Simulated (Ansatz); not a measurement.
Basis sets over 6 cases of the bond dissociation energy at HF with Ansatz (Al to Cl present), each against its own reference: (a) the value in aug-cc-pV5Z; (b) the value in aug-pcseg-3; (c) the value in pcseg-4 (pcseg sets are built for DFT). By their distance from other large sets or by the extrapolation step the references are unsure by up to roughly 0.19 kcal/mol. B3LYP-D3(BJ)/def2-TZVP geometries; electronic energies; unrestricted open shells; no added dispersion term; no relativity. Cartesian d functions in some cases of 6-31+G*, 6-311G**. (X+d) sets on Al to Cl for cc-pVXZ and aug-cc-pVXZ. 

Cases are drawn at random; left out are references unsure by over 0.67 kcal/mol, doubtful singlets, and cases whose largest runs show a restricted determinant unstable towards unrestricted orbitals, <S^2> over 0.1 too high or, where CCSD(T) ran, T1 over 0.025 (0.045 for open shells). Sets are drawn from those converged to one state in every case.

Cases (SMILES) and reference values:
- ClF (F-Cl) → F atom + Cl atom: 8.15 kcal/mol (a)
- C(Cl)Cl → Cl[CH]Cl + H atom: 79.99 kcal/mol (b)
- S (H2S) → [SH] (SH) + H atom: 68.61 kcal/mol (c)
- Cl (HCl) → Cl atom + H atom: 77.02 kcal/mol (a)
- ClO (OH-Cl) → [O]Cl (O-Cl) + H atom: 72.13 kcal/mol (c)
- ClO (OH-Cl) → [OH] (OH) + Cl atom: 10.32 kcal/mol (c)

```
basis              functions over def2-SVP (largest species, mean of cases)  mean signed deviation (kcal/mol)  mean absolute  largest  within 2 kcal/mol
-----------------  --------------------------------------------------------  --------------------------------  -------------  -------  -----------------
pcseg-0                                                                 0.6                             -9.17          14.32    21.30             0 of 6
def2-SV(P)                                                              0.9                             -4.81           4.81     8.28             1 of 6
pcseg-1                                                                 1.0                             -2.23           3.63     8.43             3 of 6
def2-SVP                                                                1.0                             -1.73           2.70     6.38             3 of 6
6-31+G*                                                                 1.1                             -2.89           3.15     5.53             2 of 6
cc-pVDZ                                                                 1.2                             -2.25           2.42     7.85             4 of 6
6-311G**                                                                1.4                             -2.16           3.45     9.65             3 of 6
6-311++G(2d,2p)                                                         2.0                             -0.72           1.87     4.37             4 of 6
jun-cc-pV(T+d)Z                                                         2.7                             -0.18           0.24     0.69             6 of 6
6-311++G(3df,3pd)                                                       2.8                              0.08           0.40     0.51             6 of 6
```

Among the sets for which every case ran a larger relative (same family, alike in diffuse functions, listed or not), the smallest listed that holds all cases within 2 kcal/mol together with them is jun-cc-pV(T+d)Z, at 2.7 times the functions of def2-SVP. Inside, though some case ran no larger relative to test it: 6-311++G(3df,3pd). Largest deviations of relatives not listed, over the cases that ran them: aug-cc-pVTZ 0.51, aug-cc-pV5Z 0.00, aug-cc-pVQZ 0.19 kcal/mol. A case lies within its reference's uncertainty of the window's edge in 6-311++G(2d,2p). These figures hold for the cases listed.

Ansatz is a quantum-chemistry and plane-wave program.
